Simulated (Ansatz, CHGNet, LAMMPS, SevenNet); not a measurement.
**Ladder of methods for the elastic constant C11 of hcp Y**

Reference value: 83.4 ± 0.2 GPa (measured, 0 K, extrapolated to 0 K; as tabulated in Elastic Constants of Yttrium Single Crystals in the Temperature Range 4.2-400 K).

What do Lennard-Jones jacobson2022, CHGNet 0.3.0, CHGNet-r²SCAN, SevenNet-l3i5, LDA, PBE, PBEsol, r²SCAN, HSE06 give, and how far is each from the reference?


```
level (code)                         value (GPa)  cell (Å³/atom)  difference (%)
-----------------------------------  -----------  --------------  --------------
Lennard-Jones jacobson2022 (LAMMPS)          307           32.48            +268
CHGNet 0.3.0                                50.9           32.91             -39
CHGNet-r²SCAN                               24.9           33.70             -70
SevenNet-l3i5                               55.5           32.89             -33
LDA (Ansatz)                                75.2           29.93            -9.8
PBE (Ansatz)                                77.0           32.88            -7.7
PBEsol (Ansatz)                             77.5           31.33            -7.1
r²SCAN (Ansatz)                             76.9           33.48            -7.8
HSE06 (Ansatz)                              78.6           33.73            -5.8
```

Once the reference is moved by up to 5.0 % (a margin picked here for doubts on the reference and the settings, and for temperature and zero-point motion) and values within 1.7 % count as equal, the nearest can be HSE06 (-5.8 %) or PBEsol (-7.1 %). Among them Lennard-Jones jacobson2022 (+268 %) misses by most. Within 20 %: LDA, PBE, PBEsol, r²SCAN, HSE06.

The reference isn't brought to a static lattice, while the calculations are for one, so the differences are not the levels' errors alone. The crystal itself was run without spin with LDA, PBE, PBEsol, r²SCAN, HSE06; a magnetic state was not tried in these runs. HSE06: hybrids on metals are sensitive to the k mesh. Each level is taken at its own relaxed cell. Cutoffs and k meshes differ between the levels. Ansatz's density-functional and Hartree–Fock values are scalar-relativistic unless marked +SOC, with PAW data made under PBE.

Empirical potentials (Lennard-Jones jacobson2022) are fitted to chosen data: where that held the value shown, agreement is built in, and what lay outside the fit can be far off. Machine-learned potentials (CHGNet 0.3.0, CHGNet-r²SCAN, SevenNet-l3i5) are trained on DFT data: a solid inside that data is no test of them.

Differences are worked out from the printed values.

Ansatz is an electronic-structure program.
